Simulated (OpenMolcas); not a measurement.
# HF (hydrogen fluoride): levels of theory compared

Wanted: a comparison of 6 runs (B3LYP/6-31G*, BHLYP/cc-pVTZ, PBE0/cc-pVTZ, TPSS/cc-pVTZ, revPBE/cc-pVTZ) of HF (hydrogen fluoride). 

The results are computed with OpenMolcas 26.06.

### Step 1. Starting point

HF: 2 atoms, total charge 0, spin state singlet. SMILES: `F`. The coordinates come from a PBE0-D4/def2-TZVP relaxation.

Bond lengths: F1–H2 0.920 Å.

### Step 2. Energy and forces at B3LYP/6-31G(d) (spherical functions) (run 1)

Contents of test.inp:

```
>>> EXPORT MOLCAS_PRINT=2
&GATEWAY
BASLIB=$CurrDir
BASISSET
F.6-31Gs....
F1 -0.390000 0.144600 -0.196400 angstrom
End of Basis
BASISSET
H.6-31Gs....
H2 0.390000 -0.144600 0.196400 angstrom
End of Basis
&SEWARD
GRIDINPUT
Grid=UltraFine
End of Grid
&SCF
KSDFT=B3LYP
THRESHOLDS=1e-10 1e-07 1e-07 1e-05
PRORBITALS=1 2
&ALASKA
```

The basis set 6-31G* is read from a file made from the Basis Set Exchange's data (not shown).

The run is started by

```bash
export MOLCAS_MEM=1860
pymolcas test.inp > test.log
```

What it wrote:

```text
--- Start Module: gateway ---
[...]
--- Stop Module: gateway /rc=_RC_ALL_IS_WELL_ ---
[...]
      Basis functions           16
[...]
--- Start Module: scf ---
[...]
       Convergence after   9 Iterations
[...]
::    Total KS-DFT energy                            -100.4179475553
[...]
      Total spin, S                                     0.0000000000
[...]
      Total electronic charge=   10.000000
      Total            charge=   -0.000000
[...]
      Dipole Moment (debye):
      Origin of the operator (angstrom)=   -0.3507    0.1300   -0.1766
                   X=  1.5652E+00               Y= -5.8032E-01               Z=  7.8821E-01           Total=  1.8460E+00
      Quadrupole Moment (debye*angstrom):
[...]
--- Stop Module: scf /rc=_RC_ALL_IS_WELL_ ---
[...]
--- Start Module: alaska ---
[...]
 *              Molecular gradients               *
 **************************************************
  Irreducible representation: a
 ------------------------------------------------------------------------------------------
                              X                       Y                       Z
 ------------------------------------------------------------------------------------------
  F1                1.41623937089030E-02   -5.25097982044398E-03    7.13203621570924E-03
  H2               -1.41623937089022E-02    5.25097982044398E-03   -7.13203621570968E-03
 ------------------------------------------------------------------------------------------
--- Stop Module: alaska /rc=_RC_ALL_IS_WELL_ ---
[...]
```

Wall time 2.7 s (1 thread of Arm Neoverse V2, shared host); peak memory 0.37 GiB.

### Step 3. Energy and gradient at B3LYP/6-31G(d) (Cartesian functions) (run 2)

Contents of run.input:

```
* FH Kohn-Sham DFT
>>> EXPORT MOLCAS_PRINT=2
&GATEWAY
BasLib = $CurrDir
Coord
2
angstrom
F       -0.390000       0.144600      -0.196400
H        0.390000      -0.144600       0.196400
Basis = 6-31Gs
Group = NoSym
&SEWARD
GridInput
Grid=UltraFine
End of Grid
&SCF
KSDFT = B3LYP
Thresholds = 1e-10 1e-07 1e-07 1e-05
PrOrbitals = 1
&ALASKA
```

The basis set 6-31G* is read from a file made from the Basis Set Exchange's data (not shown).

The run is started by

```bash
export MOLCAS_MEM=1860
pymolcas run.input > run.log
```

What it wrote:

```text
--- Start Module: gateway ---
[...]
--- Stop Module: gateway /rc=_RC_ALL_IS_WELL_ ---
[...]
      Basis functions           17
[...]
--- Start Module: scf ---
[...]
       Convergence after   9 Iterations
[...]
::    Total KS-DFT energy                            -100.4199694510
[...]
      Total spin, S                                     0.0000000000
[...]
      Total electronic charge=   10.000000
      Total            charge=   -0.000000
[...]
      Dipole Moment (debye):
      Origin of the operator (angstrom)=   -0.3507    0.1300   -0.1766
                   X=  1.5625E+00               Y= -5.7932E-01               Z=  7.8685E-01           Total=  1.8428E+00
      Quadrupole Moment (debye*angstrom):
[...]
--- Stop Module: scf /rc=_RC_ALL_IS_WELL_ ---
[...]
--- Start Module: alaska ---
[...]
 *              Molecular gradients               *
 **************************************************
  Irreducible representation: a
 ------------------------------------------------------------------------------------------
                              X                       Y                       Z
 ------------------------------------------------------------------------------------------
  F1                1.33436651368486E-02   -4.94742045754182E-03    6.71973290412820E-03
  H2               -1.33436651368477E-02    4.94742045754204E-03   -6.71973290412908E-03
 ------------------------------------------------------------------------------------------
--- Stop Module: alaska /rc=_RC_ALL_IS_WELL_ ---
[...]
```

Wall time 2.7 s (1 thread of Arm Neoverse V2, shared host); peak memory 0.37 GiB.

Run 3 isn't shown in full; the table further down has it.

### Step 4. Energy and forces at PBE0/cc-pVTZ (run 4)

Contents of test.inp:

```
&GATEWAY
  BasLib=$CurrDir
  BasisSet
  F.cc-pVTZ....
  F1 -0.390000 0.144600 -0.196400 angstrom
  End of Basis
  BasisSet
  H.cc-pVTZ....
  H2 0.390000 -0.144600 0.196400 angstrom
  End of Basis

&SEWARD
  GridInput
  Grid=UltraFine
  End of Grid

&SCF
  KSDFT=PBE0
  Thresholds=1e-10 1e-07 1e-07 1e-05
  PrOrbitals=1 2

&ALASKA
```

The basis set cc-pVTZ is read from a file made from the Basis Set Exchange's data (not shown).

The run is started by

```bash
export MOLCAS_MEM=1860
pymolcas test.inp > test.log
```

What it wrote:

```text
--- Start Module: gateway ---
[...]
--- Stop Module: gateway /rc=_RC_ALL_IS_WELL_ ---
[...]
      Basis functions           44
[...]
--- Start Module: scf ---
[...]
       Convergence after  10 Iterations
[...]
::    Total KS-DFT energy                            -100.3852822977
[...]
      Total spin, S                                     0.0000000000
[...]
      Total electronic charge=   10.000000
      Total            charge=   -0.000000
[...]
      Dipole Moment (debye):
      Origin of the operator (angstrom)=   -0.3507    0.1300   -0.1766
                   X=  1.5523E+00               Y= -5.7556E-01               Z=  7.8175E-01           Total=  1.8309E+00
      Quadrupole Moment (debye*angstrom):
[...]
--- Stop Module: scf /rc=_RC_ALL_IS_WELL_ ---
[...]
--- Start Module: alaska ---
[...]
 *              Molecular gradients               *
 **************************************************
  Irreducible representation: a
 ------------------------------------------------------------------------------------------
                              X                       Y                       Z
 ------------------------------------------------------------------------------------------
  F1               -2.00419420468512E-03    7.43093543346118E-04   -1.00929164580443E-03
  H2                2.00419420468601E-03   -7.43093543346118E-04    1.00929164580310E-03
 ------------------------------------------------------------------------------------------
--- Stop Module: alaska /rc=_RC_ALL_IS_WELL_ ---
[...]
```

Wall time 4.8 s (1 thread of Arm Neoverse V2, shared host); peak memory 0.37 GiB.

Run 5 isn't shown in full; the table further down has it.

### Step 5. Energy and forces at revPBE/cc-pVTZ (run 6)

Contents of mol.input:

```
&GATEWAY
  BasLib=$CurrDir
  Coord
  2
  angstrom
  F       -0.390000       0.144600      -0.196400
  H        0.390000      -0.144600       0.196400
  Basis=cc-pVTZ
  Group=NoSym

&SEWARD
  GridInput
  Grid=UltraFine
  End of Grid

&SCF
  KSDFT=revPBE
  Thresholds=1e-10 1e-07 1e-07 1e-05
  PrOrbitals=1 2

&ALASKA
```

The basis set cc-pVTZ is read from a file made from the Basis Set Exchange's data (not shown).

The run is started by

```bash
export MOLCAS_MEM=1860
pymolcas mol.input > mol.log
```

What it wrote:

```text
--- Start Module: gateway ---
[...]
--- Stop Module: gateway /rc=_RC_ALL_IS_WELL_ ---
[...]
      Basis functions           44
[...]
--- Start Module: scf ---
[...]
       Convergence after  10 Iterations
[...]
::    Total KS-DFT energy                            -100.4475935658
[...]
      Total spin, S                                     0.0000000000
[...]
      Total electronic charge=   10.000000
      Total            charge=   -0.000000
[...]
      Dipole Moment (debye):
      Origin of the operator (angstrom)=   -0.3507    0.1300   -0.1766
                   X=  1.4932E+00               Y= -5.5362E-01               Z=  7.5194E-01           Total=  1.7611E+00
      Quadrupole Moment (debye*angstrom):
[...]
--- Stop Module: scf /rc=_RC_ALL_IS_WELL_ ---
[...]
--- Start Module: alaska ---
[...]
 *              Molecular gradients               *
 **************************************************
  Irreducible representation: a
 ------------------------------------------------------------------------------------------
                              X                       Y                       Z
 ------------------------------------------------------------------------------------------
  F1                9.46570244452882E-03   -3.50959121443672E-03    4.76683066653605E-03
  H2               -9.46570244452971E-03    3.50959121443850E-03   -4.76683066653560E-03
 ------------------------------------------------------------------------------------------
--- Stop Module: alaska /rc=_RC_ALL_IS_WELL_ ---
[...]
```

It took 4.5 s on 1 thread of Arm Neoverse V2, shared host; peak memory 0.38 GiB.

### Step 6. The series

| run | level | Cartesian functions | energy (Eh) | dipole moment (D) | HOMO energy (eV) | LUMO energy (eV) | wall time |
| --- | --- | --- | --- | --- | --- | --- | --- |
| 1 | B3LYP/6-31G* (spherical functions) | no | -100.417948 | 1.85 | -10.24 | 1.87 | 2.7 s |
| 2 | B3LYP/6-31G* (Cartesian functions) | yes | -100.419969 | 1.84 | -10.27 | 1.81 | 2.7 s |
| 3 | BHLYP/cc-pVTZ | no | -100.443346 | 1.88 | -13.73 | 1.66 | 4.5 s |
| 4 | PBE0/cc-pVTZ | no | -100.385282 | 1.83 | -11.44 | 1.13 | 4.8 s |
| 5 | TPSS/cc-pVTZ | no | -100.484148 | 1.79 | -9.28 | 0.42 | 5.7 s |
| 6 | revPBE/cc-pVTZ | no | -100.447594 | 1.76 | -9.04 | 0.19 | 4.5 s |

### Step 7. Outcome

```
                       quantity          value
            run 6: total energy  -100.44759 Eh
           run 6: dipole moment         1.76 D
             run 6: HOMO energy       -9.04 eV
             run 6: LUMO energy        0.19 eV
           run 6: HOMO–LUMO gap        9.23 eV
run 6: largest force on an atom     0.574 eV/Å
```

In words: The dipole moment (its size) runs from 1.76 D (revPBE/cc-pVTZ) to 1.88 D (BHLYP/cc-pVTZ). The HOMO–LUMO gap runs from 9.23 eV (revPBE/cc-pVTZ) to 15.38 eV (BHLYP/cc-pVTZ). Totals of different functionals can't be ranked against each other. All runs together took 25 s, the longest 5.7 s.
